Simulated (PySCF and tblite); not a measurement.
Results of a calculation; reference values are marked as such.
System: C6H13 (charge +1), numbered as in [CH3:1][C+:2]([CH3:3])[CH:4]([CH3:5])[CH3:6].

The path came from a restrained scan, a climbing-image band and a saddle search at GFN2-xTB; energies are PBE0/pcSseg-1 + D3(BJ)//PBE0-D3(BJ)/def2-SVP, thermal terms GFN2-xTB. Rate constants are transition-state-theory values, counting equivalent paths, without tunnelling. Programs: tblite and PySCF.

The ion is treated without a counter-ion.

Estimate the barrier and the room-temperature rate of the shift of H on C4 from C4 to C2.

The electronic barrier is 4.8 kcal/mol and ΔG‡(298 K) 2.5 kcal/mol, over a Cs saddle with an imaginary mode of 624i cm⁻¹ (GFN2-xTB). With 1 equivalent path, k is 1×10¹¹ s⁻¹, a mean lifetime of the start of 10 ps against this motion.
